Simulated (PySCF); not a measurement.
# Ionising OH

r²SCAN; H def2-TZVPPD, O def2-TZVPPD; no relativity (PySCF 2.14). Neutral (UKS): doublet (π ↑), Re = 0.973 Å, ωe = 3717 cm⁻¹, De = 4.71 eV, HOMO -7.72 eV, LUMO -5.39 eV.

OH⁺ (UKS): triplet (π ↑↑), Re = 1.035 Å, ωe = 3058 cm⁻¹, De = 5.26 eV to H⁺ + O. The energies at the minima are -75.73207 hartree for OH and -75.25237 for OH⁺.

Task: Work out the adiabatic ionisation energy, without and with harmonic zero-point energies (1 hartree = 27.2114 eV, 1 eV = 8065.5 cm⁻¹), and the change of the bond length.

Result: At r²SCAN: 0.47970 hartree = 13.053 eV between the minima; the zero-point term (3058.0 − 3717.0)/2 cm⁻¹ = -0.041 eV makes it 13.012 eV. Re changes by +6.2 pm against the neutral. The electron leaves a π orbital, which is non-bonding in a hydride.

OH⁻ (UKS): singlet (closed shell), Re = 0.965 Å, ωe = 3761 cm⁻¹, De = 4.84 eV to H + O⁻. The energies at the minima are -75.73207 hartree for OH and -75.79258 for OH⁻.

Task: Work out the adiabatic electron affinity, without and with harmonic zero-point energies (1 hartree = 27.2114 eV, 1 eV = 8065.5 cm⁻¹), and the change of the bond length.

Result: At r²SCAN: 0.06051 hartree = 1.647 eV between the minima; the zero-point term (3717.0 − 3761.0)/2 cm⁻¹ = -0.003 eV makes it 1.644 eV. Re changes by -0.8 pm against the neutral. The electron enters a π orbital, which is non-bonding in a hydride.

For an ion De counts to the pair picked by the measured ionisation energies or electron affinities, which need not be the lowest pair at this level. The highest Kohn–Sham level is positive in this anion. Much of that is self-interaction error, but it also means that the finite basis helps to hold the extra electron. States were picked by a PBE0 search and need not be the measured ground states.
